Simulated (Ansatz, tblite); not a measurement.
Cost and result up the ladder for [SiH5]- (SiH₅⁻) (6 atoms). The state is a singlet with charge -1. Geometry: PBE0-D4/def2-TZVPD.

```xyz
6

Si    0.000    0.000    0.000
H     0.139    0.842    1.379
H    -0.139   -0.842   -1.379
H    -0.906   -1.012    0.709
H     1.517   -0.213   -0.023
H    -0.612    1.226   -0.687
```

Ansatz on 4 threads of Arm Neoverse V2 on a shared host; xTB runs through tblite on one thread. Times are rough, summed over both states, and most runs start from the orbitals of an earlier one. PBE0-D4/def2-TZVPD serves as the yardstick here, not as an exact answer. The other state is a triplet.

The xTB rows come from tblite.

xTB has no spin-polarisation term.

```csv
level,functions,wall time
GFN2-xTB,14,0.002 s
PBE-D4/def2-TZVPD (with forces),88,1 s
PBE0-D4/def2-TZVPD,88,1 s
r2SCAN-D4/def2-TZVPD,88,2 s
```

Q: Estimate what each level gives for the vertical triplet (eV).

A: 
```json
{"level": "GFN2-xTB", "vertical triplet (eV)": "6.12", "difference from PBE0-D4/def2-TZVPD (eV)": "3.00", "remarks": "–"}
{"level": "PBE-D4/def2-TZVPD (with forces)", "vertical triplet (eV)": "2.86", "difference from PBE0-D4/def2-TZVPD (eV)": "-0.27", "remarks": "HOMO above zero (singlet), HOMO above zero (triplet)"}
{"level": "PBE0-D4/def2-TZVPD", "vertical triplet (eV)": "3.13", "difference from PBE0-D4/def2-TZVPD (eV)": "0.00", "remarks": "HOMO above zero (singlet), HOMO above zero (triplet)"}
{"level": "r2SCAN-D4/def2-TZVPD", "vertical triplet (eV)": "3.00", "difference from PBE0-D4/def2-TZVPD (eV)": "-0.13", "remarks": "HOMO above zero (singlet), HOMO above zero (triplet)"}
```
